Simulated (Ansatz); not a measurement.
`N/C=C\F`, relaxed with RKS PBE-D4/def2-SVP in the Gaussian-basis code of Ansatz from a rough embedded geometry. The force threshold is 0.03 eV/Å; the program also tests the step.

Total charge 0; spin multiplicity 1.

Start:

```xyz
8

N    -1.191   -0.261    0.034
C    -0.029    0.200    0.447
C     1.061    0.323   -0.304
F     1.095    0.058   -1.583
H    -1.169   -0.795   -0.876
H    -1.725   -0.866    0.750
H    -0.031    0.535    1.498
H     1.990    0.806    0.034
```

(1) By how much does the energy fall, and how many steps does the optimiser take? (An estimate is asked.)

(2) Which bonds change most? (An estimate is asked.)

(3) Give the relaxed structure. (Estimate.)

Answers

(1) The calculation gave: 8.25 kcal/mol, in 5 steps.

(2) Computed: N1–C2 from 1.316 to 1.392 Å; N1–H6 from 1.079 to 1.022 Å; C3–F4 from 1.307 to 1.362 Å; N1–H5 from 1.055 to 1.024 Å.

(3) Ansatz gave: 
```xyz
8

N    -1.240   -0.304    0.027
C    -0.018    0.193    0.471
C     1.078    0.379   -0.293
F     1.087   -0.012   -1.597
H    -1.187   -0.778   -0.879
H    -1.755   -0.864    0.710
H     0.024    0.529    1.519
H     2.010    0.856    0.042
```
